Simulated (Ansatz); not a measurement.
One stationary structure of HfN. Space group Fm-3m (No. 225), rock salt type. Computed with PBE (plane waves to 420 eV, PAW, scalar-relativistic; Ansatz, a quantum-chemistry and plane-wave program).

```cif
data_HfN
_chemical_formula_sum 'Hf1 N1'
_space_group_name_H-M_alt 'P 1'
_space_group_IT_number 1
_cell_length_a 3.21594
_cell_length_b 3.21594
_cell_length_c 3.21594
_cell_angle_alpha 60.000
_cell_angle_beta 60.000
_cell_angle_gamma 60.000
loop_
_space_group_symop_operation_xyz
  'x, y, z'
loop_
_atom_site_label
_atom_site_type_symbol
_atom_site_fract_x
_atom_site_fract_y
_atom_site_fract_z
_atom_site_occupancy
Hf1 Hf 0.00000 0.00000 0.00000 1
N1 N 0.50000 0.50000 0.50000 1
```

```json
{
 "volume_per_atom": "11.76 Å³",
 "band_gap": "no gap (metallic)",
 "shortest_distances": "Hf–N 2.27 Å; Hf–Hf 3.22 Å; N–N 3.22 Å",
 "k-mesh": "18×18×18"
}
```

Band energies at high-symmetry points (eV from the Fermi level; labels of this space group; no spin-orbit coupling), from −5 eV up to 1.3 eV:

```tsv
point	energies
Γ	-2.93 -2.93 -2.93 -0.36 -0.36 -0.36
X	-3.74 -3.64 -3.64
U	-4.90 -0.83
K	-4.90 -0.83
L	–
W	1.10 1.10
```

No spin polarisation in the result. The relaxed primitive cell holds an odd number of electrons. A magnetic state may lie lower.

Measured for HfN: a 4.519 Å (0 K or low temperature; as listed in Guo-Xu Zhang et al., New Journal of Physics (2018)). Computed minus measured — a: PBE +0.6 %. The computed values are for a static lattice.

The run could not lose the symmetry of its start; a randomly shaken copy of 4 atoms returns to this structure.
